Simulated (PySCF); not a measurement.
# Basis-set dependence of population analyses: `[C-]#[N+]C(C)(C)C`

Species: C₅H₉N.
Numbering: `[C-:1]#[N+:2][C:3]([CH3:4])([CH3:5])[CH3:6]` (hydrogens: H7, H8, H9 on C4; H10, H11, H12 on C5; H13, H14, H15 on C6)

PBE0 throughout (PySCF), one geometry, spherical d and f functions. Isolated species at its PBE0-D3(BJ)/def2-SVP geometry, gas phase. Atoms taken as equivalent share a column and are averaged.

Mulliken charges (e):

```json
{"basis": "STO-3G", "functions": "39", "C1": "+0.013", "N2": "-0.257", "C3": "+0.121", "C4/C5/C6": "-0.228", "H7 (×9)": "+0.090"}
{"basis": "6-31G", "functions": "72", "C1": "-0.025", "N2": "-0.326", "C3": "+0.080", "C4/C5/C6": "-0.445", "H7 (×9)": "+0.178"}
{"basis": "pcSseg-0", "functions": "72", "C1": "+0.088", "N2": "-0.460", "C3": "-0.325", "C4/C5/C6": "-0.491", "H7 (×9)": "+0.241"}
{"basis": "6-31G*", "functions": "102", "C1": "-0.094", "N2": "-0.168", "C3": "+0.081", "C4/C5/C6": "-0.504", "H7 (×9)": "+0.188"}
{"basis": "def2-SVP", "functions": "129", "C1": "-0.190", "N2": "-0.074", "C3": "-0.273", "C4/C5/C6": "+0.018", "H7 (×9)": "+0.054"}
{"basis": "cc-pVDZ", "functions": "129", "C1": "-0.203", "N2": "-0.016", "C3": "-0.314", "C4/C5/C6": "+0.022", "H7 (×9)": "+0.052"}
{"basis": "6-311+G(2d,p)", "functions": "216", "C1": "-0.305", "N2": "+0.379", "C3": "-0.238", "C4/C5/C6": "-0.441", "H7 (×9)": "+0.165"}
{"basis": "aug-cc-pVDZ", "functions": "219", "C1": "-0.832", "N2": "+0.609", "C3": "-2.934", "C4/C5/C6": "+1.254", "H7 (×9)": "-0.067"}
{"basis": "def2-TZVP", "functions": "240", "C1": "-0.266", "N2": "+0.067", "C3": "+0.055", "C4/C5/C6": "-0.349", "H7 (×9)": "+0.132"}
{"basis": "IGLO-III", "functions": "300", "C1": "+0.028", "N2": "-0.299", "C3": "+0.292", "C4/C5/C6": "-0.414", "H7 (×9)": "+0.136"}
{"basis": "cc-pVTZ", "functions": "306", "C1": "-0.279", "N2": "+0.030", "C3": "+0.112", "C4/C5/C6": "-0.266", "H7 (×9)": "+0.104"}
```

IAO charges (e):

```csv
basis,functions,C1,N2,C3,C4/C5/C6,H7 (×9)
STO-3G,39,-0.057,-0.126,+0.073,-0.388,+0.142
6-31G,72,-0.102,-0.127,+0.145,-0.429,+0.152
pcSseg-0,72,-0.113,-0.112,+0.117,-0.415,+0.150
6-31G*,102,-0.093,-0.137,+0.149,-0.411,+0.146
def2-SVP,129,-0.112,-0.120,+0.148,-0.400,+0.143
cc-pVDZ,129,-0.106,-0.127,+0.153,-0.411,+0.146
"6-311+G(2d,p)",216,-0.118,-0.120,+0.150,-0.422,+0.150
aug-cc-pVDZ,219,-0.118,-0.121,+0.153,-0.420,+0.150
def2-TZVP,240,-0.115,-0.123,+0.152,-0.422,+0.150
IGLO-III,300,-0.118,-0.121,+0.150,-0.423,+0.151
cc-pVTZ,306,-0.112,-0.124,+0.152,-0.423,+0.151
```

Hirshfeld charges (e):

```csv
basis,functions,C1,N2,C3,C4/C5/C6,H7 (×9)
STO-3G,39,-0.106,-0.110,+0.135,-0.038,+0.022
6-31G,72,-0.122,-0.070,+0.109,-0.098,+0.042
pcSseg-0,72,-0.130,-0.046,+0.118,-0.104,+0.041
6-31G*,102,-0.124,-0.067,+0.101,-0.097,+0.042
def2-SVP,129,-0.131,-0.042,+0.101,-0.112,+0.045
cc-pVDZ,129,-0.129,-0.045,+0.099,-0.108,+0.044
"6-311+G(2d,p)",216,-0.114,-0.074,+0.076,-0.110,+0.049
aug-cc-pVDZ,219,-0.112,-0.069,+0.080,-0.118,+0.051
def2-TZVP,240,-0.118,-0.066,+0.083,-0.114,+0.049
IGLO-III,300,-0.115,-0.070,+0.082,-0.118,+0.051
cc-pVTZ,306,-0.120,-0.060,+0.088,-0.115,+0.049
```

ESP-fitted charges (e):

```
        basis  functions      C1      N2      C3  C4/C5/C6  H7 (×9)
       STO-3G         39  -0.429  +0.352  +0.363    -0.554   +0.153
        6-31G         72  -0.487  +0.425  +0.264    -0.542   +0.158
     pcSseg-0         72  -0.490  +0.397  +0.431    -0.687   +0.191
       6-31G*        102  -0.456  +0.344  +0.399    -0.587   +0.164
     def2-SVP        129  -0.503  +0.408  +0.314    -0.509   +0.145
      cc-pVDZ        129  -0.480  +0.372  +0.339    -0.515   +0.146
6-311+G(2d,p)        216  -0.482  +0.337  +0.487    -0.630   +0.172
  aug-cc-pVDZ        219  -0.491  +0.360  +0.445    -0.607   +0.167
    def2-TZVP        240  -0.483  +0.341  +0.489    -0.627   +0.170
     IGLO-III        300  -0.488  +0.352  +0.456    -0.607   +0.167
      cc-pVTZ        306  -0.484  +0.356  +0.445    -0.607   +0.167
```

Some averages cover members that differ in this geometry, most widely: H7 (×9), Mulliken in aug-cc-pVDZ -0.089 to -0.026; H7 (×9), ESP-fitted in pcSseg-0 +0.179 to +0.212; H7 (×9), ESP-fitted in STO-3G +0.141 to +0.172; C4/C5/C6, ESP-fitted in aug-cc-pVDZ -0.622 to -0.594 e.

Question: Which scheme is steadiest as the basis changes?

Answer: Largest range over the bases for any column: Hirshfeld 0.08 e, IAO 0.08 e, ESP-fitted 0.23 e, Mulliken 3.23 e. Hirshfeld and IAO charges move least and Mulliken charges most, counted in e. Without the minimal STO-3G basis the ranges are Hirshfeld 0.04, IAO 0.04, ESP-fitted 0.23, Mulliken 3.23 e.

Question: How much do the charges still move between the two largest bases, IGLO-III and cc-pVTZ?

Answer: At most, over all atoms: Mulliken 0.330 e, IAO 0.005 e, Hirshfeld 0.010 e, ESP-fitted 0.011 e.

Question: What do the same runs give for the total energy, the frontier levels and the dipole moment?

Answer: 
| basis | energy (Eh) | HOMO (eV) | LUMO (eV) | μ (D) |
| --- | --- | --- | --- | --- |
| STO-3G | -247.3032 | -5.64 | 4.76 | 3.43 |
| 6-31G | -250.2842 | -8.02 | 1.42 | 3.84 |
| pcSseg-0 | -249.7978 | -8.35 | 1.12 | 3.99 |
| 6-31G* | -250.3512 | -8.13 | 1.46 | 3.79 |
| def2-SVP | -250.1756 | -8.30 | 1.13 | 4.01 |
| cc-pVDZ | -250.3697 | -8.27 | 1.26 | 3.92 |
| 6-311+G(2d,p) | -250.4260 | -8.56 | 0.08 | 4.08 |
| aug-cc-pVDZ | -250.3846 | -8.54 | -0.25 | 4.07 |
| def2-TZVP | -250.4454 | -8.53 | 0.75 | 4.03 |
| IGLO-III | -250.4519 | -8.55 | 0.41 | 4.06 |
| cc-pVTZ | -250.4403 | -8.48 | 0.84 | 3.99 |

The dipole is fixed by the density alone, so its range of 0.65 D shows that the density itself changes with the basis, not only its division among atoms.
